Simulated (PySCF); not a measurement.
Cartesian coordinates in Å; atom numbers follow the order of the lines, from 1:
```xyz
9

Si   -1.5926   -0.2174    0.0800
O     0.0204   -0.1051    0.0908
Si    1.5973    0.2096   -0.0779
H    -2.1219    1.0235   -0.4840
H    -1.9244   -1.3736   -0.7508
H    -1.9889   -0.3999    1.4743
H     2.2565   -1.0895   -0.1922
H     1.7591    1.0180   -1.2852
H     2.0079    0.9403    1.1198
```

Geometry: GFN2-xTB; GIAO shifts from PySCF, gas phase, non-relativistic, averaged over equivalent atoms.

At B3LYP/ANO-RCC-VDZP (80 basis functions, 9 s wall time on 1 thread of an Intel Xeon Platinum 8488C, shared host):
```json
{"atoms": "Si1/Si3", "δ (ppm)": "-74.5"}
{"atoms": "O2", "δ (ppm)": "7.0"}
{"atoms": "H4/H5/H6/H7/H8/H9", "δ (ppm)": "5.18"}
```

Chemical shifts δ = σref − σ; 29Si (σ = 387.36 ppm), 1H (σ = 31.88 ppm) against TMS; 17O (σ = 331.12 ppm) against H2O, all at this level.

Predict the values at PBE0/pcSseg-1 on the same geometry.

## Answers


| atoms | δ at PBE0/pcSseg-1 | change |
| --- | --- | --- |
| Si1/Si3 | -43.4 | +31.1 |
| O2 | -12.8 | -19.8 |
| H4/H5/H6/H7/H8/H9 | 5.13 | -0.05 |

Chemical shifts δ = σref − σ; 29Si (349.16 ppm) and 1H (31.72 ppm) against TMS; H2O for 17O (336.08 ppm), all at this level.

The largest change is at Si1/Si3 (silicon bonded to O, 3 H). Cost: 95 basis functions, 5.1 s wall time on 1 thread of an Arm Neoverse V1, shared host.

Experimental scales use liquid or dissolved standards, which lie at an offset from isolated H2O (liquid H2O: subtract about 36 ppm).
